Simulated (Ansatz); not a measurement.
Relaxation of CH₅NOS (9 atoms, charge 0, multiplicity 1), to a largest force component of 0.02 eV/Å in at most 50 steps.

Level of theory: RKS PBE0-D4/cc-pVDZ in Ansatz.

```xyz
9
Properties=species:S:1:pos:R:3
N -0.162 1.562 -0.225
C 0.350 0.240 -0.263
O -0.356 -0.581 0.682
S 0.198 -2.115 0.920
H -1.152 1.573 -0.443
H -0.033 1.974 0.692
H 1.418 0.247 -0.015
H 0.216 -0.177 -1.270
H -0.479 -2.723 -0.078
```

Problem. Where does it end, and by what steps?

Solution. The forces met the threshold. After 4 steps the energy has fallen by 0.038 eV; H9 moved furthest, 0.10 Å.

| step | energy less start (eV) | largest force component (eV/Å) | accepted |
| --- | --- | --- | --- |
| 0 | 0.0000 | 0.956 | yes |
| 1 | -0.0263 | 0.559 | yes |
| 2 | -0.0380 | 0.066 | yes |
| 3 | -0.0383 | 0.021 | yes |
| 4 | -0.0383 | 0.008 | yes |

```xyz
9
Properties=species:S:1:pos:R:3
N -0.143 1.568 -0.242
C 0.326 0.234 -0.251
O -0.396 -0.547 0.725
S 0.203 -2.112 0.932
H -1.142 1.593 -0.446
H -0.020 1.978 0.683
H 1.403 0.202 -0.014
H 0.172 -0.212 -1.250
H -0.405 -2.703 -0.138
```

Whether the end is a true minimum wasn't checked by a vibrational analysis.

The run took 7.1 s on 2 threads of Intel(R) Xeon(R) 6975P-C (Granite Rapids), on a shared host, peak memory 0.17 GiB.
